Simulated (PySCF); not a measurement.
Simulated outer-valence photoelectron spectrum of `F/C=C/Cl` (trans-1-chloro-2-fluoroethylene). Level of theory: EOM-IP-CCSD/aug-cc-pVDZ in PySCF, restricted Hartree–Fock reference, 8 core orbitals frozen, non-relativistic, gas phase, PBE0-D3(BJ)/def2-SVP geometry.

Each root has a Gaussian of 0.5 eV full width with its one-hole share as area; cross sections and vibrations are left out, and the highest printed point is 100.

```json
{"ionisation energy (eV)": "9.2", "intensity": "0"}
{"ionisation energy (eV)": "9.4", "intensity": "6"}
{"ionisation energy (eV)": "9.6", "intensity": "36"}
{"ionisation energy (eV)": "9.8", "intensity": "90"}
{"ionisation energy (eV)": "10.0", "intensity": "91"}
{"ionisation energy (eV)": "10.2", "intensity": "38"}
{"ionisation energy (eV)": "10.4", "intensity": "7"}
{"ionisation energy (eV)": "10.6", "intensity": "0"}
{"ionisation energy (eV)": "10.8", "intensity": "0"}
{"ionisation energy (eV)": "11.0", "intensity": "0"}
{"ionisation energy (eV)": "11.2", "intensity": "0"}
{"ionisation energy (eV)": "11.4", "intensity": "6"}
{"ionisation energy (eV)": "11.6", "intensity": "36"}
{"ionisation energy (eV)": "11.8", "intensity": "89"}
{"ionisation energy (eV)": "12.0", "intensity": "91"}
{"ionisation energy (eV)": "12.2", "intensity": "39"}
{"ionisation energy (eV)": "12.4", "intensity": "7"}
{"ionisation energy (eV)": "12.6", "intensity": "1"}
{"ionisation energy (eV)": "12.8", "intensity": "6"}
{"ionisation energy (eV)": "13.0", "intensity": "38"}
{"ionisation energy (eV)": "13.2", "intensity": "90"}
{"ionisation energy (eV)": "13.4", "intensity": "88"}
{"ionisation energy (eV)": "13.6", "intensity": "38"}
{"ionisation energy (eV)": "13.8", "intensity": "23"}
{"ionisation energy (eV)": "14.0", "intensity": "64"}
{"ionisation energy (eV)": "14.2", "intensity": "100"}
{"ionisation energy (eV)": "14.4", "intensity": "65"}
{"ionisation energy (eV)": "14.6", "intensity": "32"}
{"ionisation energy (eV)": "14.8", "intensity": "63"}
{"ionisation energy (eV)": "15.0", "intensity": "100"}
{"ionisation energy (eV)": "15.2", "intensity": "68"}
{"ionisation energy (eV)": "15.4", "intensity": "19"}
{"ionisation energy (eV)": "15.6", "intensity": "2"}
{"ionisation energy (eV)": "15.8", "intensity": "0"}
{"ionisation energy (eV)": "16.0", "intensity": "0"}
{"ionisation energy (eV)": "16.2", "intensity": "3"}
{"ionisation energy (eV)": "16.4", "intensity": "21"}
{"ionisation energy (eV)": "16.6", "intensity": "70"}
{"ionisation energy (eV)": "16.8", "intensity": "98"}
{"ionisation energy (eV)": "17.0", "intensity": "72"}
{"ionisation energy (eV)": "17.2", "intensity": "76"}
{"ionisation energy (eV)": "17.4", "intensity": "100"}
{"ionisation energy (eV)": "17.6", "intensity": "63"}
{"ionisation energy (eV)": "17.8", "intensity": "17"}
{"ionisation energy (eV)": "18.0", "intensity": "9"}
{"ionisation energy (eV)": "18.2", "intensity": "39"}
{"ionisation energy (eV)": "18.4", "intensity": "90"}
{"ionisation energy (eV)": "18.6", "intensity": "85"}
{"ionisation energy (eV)": "18.8", "intensity": "33"}
{"ionisation energy (eV)": "19.0", "intensity": "5"}
{"ionisation energy (eV)": "19.2", "intensity": "0"}
```

Q: Where are the maxima, and how many lines lie under the curve?

A: 8 maxima, at 9.9, 11.9, 13.3, 14.2, 15.0, 16.8, 17.4 and 18.5 eV, from 8 lines.

Q: List the lines with their holes.

A: 
```
E (eV)  leading hole (HF orbital)  area  Koopmans (eV)
  9.90                       HOMO  0.96          10.18
 11.91                     HOMO-1  0.96          12.75
 13.30                     HOMO-2  0.95          14.25
 14.20                     HOMO-4  0.95          16.16
 15.01                     HOMO-3  0.95          15.92
 16.77                     HOMO-5  0.93          19.46
 17.40                     HOMO-6  0.94          19.51
 18.49                     HOMO-7  0.93          20.53
```

The widest gap, 2.01 eV, lies between 9.90 and 11.91 eV. Only orbitals with −ε under 21 eV, eight at most, were ionised, so the high end of the curve may lack lines.
